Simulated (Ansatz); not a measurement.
Mulliken charges of C₂H₅NO, SMILES `C/N=C/O` from B3LYP/def2-TZVPP in Ansatz (PBE0-D4/def2-TZVP geometry).

```csv
atom,x (Å),y (Å),z (Å),charge (e)
C1,0.585,0.933,-0.730,-0.126
N2,0.221,0.223,0.467,-0.243
C3,-0.502,-0.795,0.356,0.121
O4,-0.895,-1.524,1.409,-0.273
H5,1.674,0.967,-0.821,0.097
H6,0.175,0.490,-1.648,0.054
H7,0.239,1.968,-0.663,0.097
H8,-0.892,-1.207,-0.580,0.070
H9,-0.515,-1.102,2.192,0.204
```

Problem. By hand: the dipole of these point charges (1 e Å = 4.8032 D).

Solution. Σ q r = (0.084, 0.150, -0.189) e Å, of length 0.255 e Å = 1.22 D.

Problem. How does the dipole of the full density compare? (Estimate.)

Solution. Ansatz gave: (0.009, 0.036, -0.151) e Å, 0.75 D; the point charges give 1.63 times that, at 29° from its direction.

Point charges leave out the atoms' own dipoles, such as those of lone pairs, and Mulliken's split depends on the basis, so the two needn't agree.

B3LYP here is the variant with VWN-RPA as its local correlation; programs differ in this.
